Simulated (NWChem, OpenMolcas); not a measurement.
From NWChem to OpenMolcas

NWChem 7.3.0 runs this on CH3BO (Borane carbonyl):

a.nw:
```
start a
title "Borane carbonyl"
memory total 2200 mb
charge 0

geometry noautosym nocenter noautoz
B    -0.275160    0.419730   -0.199910
C     0.494180   -0.755680    0.359250
O     1.068320   -1.631140    0.776320
H    -1.437140    0.121710   -0.050320
H     0.069540    0.485120   -1.356800
H     0.080260    1.360240    0.471460
end

basis spherical bse
B library def2-TZVP
C library def2-TZVP
O library def2-TZVP
H library def2-TZVP
end

dft
xc xpbe96 cpbe96
grid fine
convergence energy 1e-08
iterations 100
mulliken
noprint "final vectors analysis"
end

task dft gradient
```

```bash
$ nwchem a.nw > a.out
```

Geometry: relaxed at PBE0-D4/def2-TZVP.

The shape isn't stationary at this level (largest force 2.0 eV/Å).

It gives a total energy of -139.851125 Eh.

Task: Translate the job to OpenMolcas 26.06 as an input file of the program's own.

Result: This input was run:

calc.input:
```
* CH3BO Kohn-Sham DFT

&GATEWAY
  BASLIB=$CurrDir
  COORD
  6
  angstrom
  B       -0.275160       0.419730      -0.199910
  C        0.494180      -0.755680       0.359250
  O        1.068320      -1.631140       0.776320
  H       -1.437140       0.121710      -0.050320
  H        0.069540       0.485120      -1.356800
  H        0.080260       1.360240       0.471460
  BASIS=def2-TZVP
  GROUP=NoSym

&SEWARD
  GRIDINPUT
  Grid=UltraFine
  End of Grid

&SCF
  KSDFT=PBE
  THRESHOLDS=1e-10 1e-07 1e-07 1e-05
  PRORBITALS=1 1

&ALASKA
```

```bash
$ export MOLCAS_MEM=1860
$ pymolcas calc.input > calc.log
```

(Basis files named in the input come from the Basis Set Exchange and aren't shown.)

Its energy is -139.851124 Eh, the same as the first but for the last digit, at most.
